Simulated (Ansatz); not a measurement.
The same path of CH2Cl2O2 (7 atoms, charge 0, multiplicity 1) was run twice with different band settings. The coordinate that changes most is the dihedral H6–O1–C2–Cl4.

The calculation used RKS PBE0-D4/def2-SVP in Ansatz.

Relaxed end points:

```xyz
7
Properties=species:S:1:pos:R:3
O -0.531 0.708 0.834
C 0.015 0.110 -0.257
O 0.524 -1.126 -0.010
Cl -1.209 -0.123 -1.547
Cl 1.289 1.232 -0.834
H -1.264 0.150 1.132
H 1.237 -1.019 0.637
```

```xyz
7
Properties=species:S:1:pos:R:3
O -1.086 0.581 0.589
C -0.121 0.067 -0.186
O 0.442 -1.003 0.419
Cl -0.854 -0.348 -1.764
Cl 1.201 1.307 -0.525
H -0.749 0.600 1.496
H 1.228 -1.273 -0.074
```

Common settings: spring 5.0 eV/Å²; optimiser quadratic models (default); start path through a guess of the saddle point; force threshold 0.03 eV/Å; iteration limit 60; end points relaxed.

| run | movable images | climbing image |
| --- | --- | --- |
| 1 | 5 | yes |
| 2 | 6 | no |

Question: What does each run give, and how far can it be trusted?

Answer: Run 1: converged after 14 iterations, highest image 0.046 eV above the first end. The profile has 2 maxima (images 2, 5) with wells between them (image 4): this band takes more than one step, which may be the mechanism or a detour left from its start path. A vibrational analysis at the climbing image gives one clearly imaginary mode, 325i cm⁻¹: a first-order saddle point.
Run 2: converged after 14 iterations, highest image 0.037 eV above the first end. The profile has 2 maxima (images 2, 6) with wells between them (image 4): this band takes more than one step, which may be the mechanism or a detour left from its start path. No image climbed, so the highest image needn't sit at the top of the path.
